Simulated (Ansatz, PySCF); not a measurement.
C2H3O, SMILES [C](C)=O, multiplicity 2. Atoms are numbered in the order given.

```xyz
6

C     -1.1620     0.1349     0.0697
C      0.2428    -0.3652     0.2008
O      1.2372     0.0879    -0.2324
H     -1.5645     0.3044     1.0701
H     -1.7671    -0.6479    -0.3915
H     -1.2048     1.0534    -0.5227
```
Charge 0, spin multiplicity 2.

The structure is a stationary point at PBE0-D3(BJ)/def2-TZVP. The isomer is the one that the SMILES or the coordinates give; other isomers of the formula were not compared.

Two levels are set side by side: PBE-D3(BJ)/def2-TZVP (Ansatz, a quantum-chemistry and plane-wave program) and PBE0-D3(BJ)/def2-TZVP (Ansatz). Each level has its own optimised geometry; the coordinates shown are those of the second. Frequencies come from the Hessian of PySCF at each geometry. Differences are taken from unrounded values.

```tsv
quantity	PBE0-D3(BJ)	PBE-D3(BJ)	PBE-D3(BJ) minus PBE0-D3(BJ)
mean bond length (Å)	1.190	1.199	0.009
bond C1–C2 (Å)	1.497	1.504	0.007
bond C2–O3 (Å)	1.175	1.190	0.014
bond C1–H4 (Å)	1.092	1.099	0.008
bond C1–H5 (Å)	1.092	1.099	0.008
bond C1–H6 (Å)	1.094	1.102	0.008
highest harmonic wavenumber (cm⁻¹)	3145	3057	-88
mean harmonic wavenumber (cm⁻¹)	1583	1530	-53
zero-point energy (kcal/mol)	27.16	26.25	-0.92
```

GGA bonds tend to be longer and softer than those of functionals with exact exchange. Differences between two approximate levels are no errors against the true value.
